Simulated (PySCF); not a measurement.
Thioformamide, CH₃NS.
SMILES with atom numbers: `[NH2:1][CH:2]=[S:3]` (hydrogens: H4, H5 on N1; H6 on C2)

Computed by this run: PySCF, PBE0-D3(BJ)/def2-TZVP geometry optimisation, gas phase; density fitting, grid level 2; the optimiser is geomeTRIC in internal coordinates, started from a GFN2-xTB structure with every atom displaced at random (about 0.01 Å).

Step 5: E = -13405.7912 eV
```
atom  x, y, z in Å  |  force x, y, z in eV/Å
N1     -0.7236    0.0324   -0.1025    0.056   0.010   0.148
C2      0.6029    0.0856    0.0537   -0.028  -0.097   0.015
S3      1.6700   -1.0436   -0.4361    0.021   0.003  -0.023
H4     -1.3130    0.7143    0.3419   -0.073   0.015  -0.049
H5     -1.1416   -0.8081   -0.4699    0.028   0.042  -0.049
H6      0.9316    0.9926    0.5655   -0.005   0.027  -0.043
```

Step 6: E = -13405.7938 eV
```
atom  x, y, z in Å  |  force x, y, z in eV/Å
N1     -0.7223    0.0296   -0.0894    0.013  -0.056   0.123
C2      0.6032    0.0805    0.0658   -0.004   0.024  -0.121
S3      1.6669   -1.0455   -0.4399    0.020  -0.009   0.023
H4     -1.3211    0.7133    0.3385   -0.034   0.044  -0.026
H5     -1.1357   -0.8028   -0.4788    0.006   0.015  -0.031
H6      0.9353    0.9981    0.5564   -0.001  -0.017   0.032
```

**Question.** Estimate the geometry and energy of step 7. (The exact step hangs on the optimiser's Hessian estimate; all steps are aligned on step 6, rigid shifts and turns removed.)

**Answer.** E = -13405.7964 eV, largest force 0.097 eV/Å
```
atom  x, y, z in Å  |  force x, y, z in eV/Å
N1     -0.7225    0.0189   -0.0718   -0.018   0.011   0.095
C2      0.6030    0.0799    0.0666    0.031  -0.013  -0.085
S3      1.6682   -1.0425   -0.4452    0.021   0.001   0.017
H4     -1.3194    0.7221    0.3265   -0.037   0.013  -0.026
H5     -1.1370   -0.8026   -0.4818    0.003   0.004  -0.019
H6      0.9341    0.9974    0.5584    0.000  -0.015   0.019
```

The energy changes by -0.0026 eV. The first-order estimate −F·Δx gives -0.0033 eV and the mean of the old and new forces, exact on a quadratic surface, -0.0026 eV. The step makes an angle of 52° with the force vector and moves no atom by more than 0.021 Å.

What follows is the cost of the whole optimisation. On one thread, Intel Xeon Platinum 8259CL at 2.50 GHz (x86_64), no GPU, shared host with 48 logical CPUs at a one-minute load of 31, this took 51 s of wall time and 0.47 GiB of memory at its peak.
